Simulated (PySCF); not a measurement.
C₄H₁₀, SMILES C(C)CC, GFN2-xTB optimised geometry.

```
14

C      1.33    -1.41     0.00
C      0.76     0.00     0.00
C     -0.76     0.00     0.00
C     -1.33     1.41     0.00
H      2.42    -1.39     0.00
H      1.00    -1.95     0.89
H      1.00    -1.96    -0.87
H      1.12     0.53    -0.88
H      1.12     0.54     0.88
H     -1.12    -0.53     0.88
H     -1.12    -0.53    -0.88
H     -1.00     1.96     0.88
H     -1.00     1.96    -0.88
H     -2.42     1.39     0.00
```

Density from B3LYP/def2-TZVP run with PySCF at that geometry.

Minimum of the electron density along straight lines between bonded atoms, close to the bond critical point (lines longer than 1.1 times the sum of covalent radii, or with two minima, are not listed):

```tsv
bond	length / Å	ρ at the minimum / e bohr⁻³	∇²ρ there / e bohr⁻⁵	position (fraction from the first atom)
C1–C2	1.524	0.248	-0.62	0.50
C2–C3	1.527	0.249	-0.62	0.50
C3–C4	1.524	0.248	-0.62	0.50
C1–H5	1.088	0.281	-0.96	0.64
C1–H6	1.088	0.280	-0.96	0.64
C1–H7	1.088	0.280	-0.96	0.64
C2–H8	1.093	0.280	-0.96	0.63
C2–H9	1.093	0.280	-0.96	0.63
C3–H10	1.093	0.280	-0.96	0.63
C3–H11	1.093	0.280	-0.96	0.63
C4–H12	1.088	0.280	-0.96	0.64
C4–H13	1.088	0.280	-0.96	0.64
C4–H14	1.088	0.281	-0.96	0.64
```
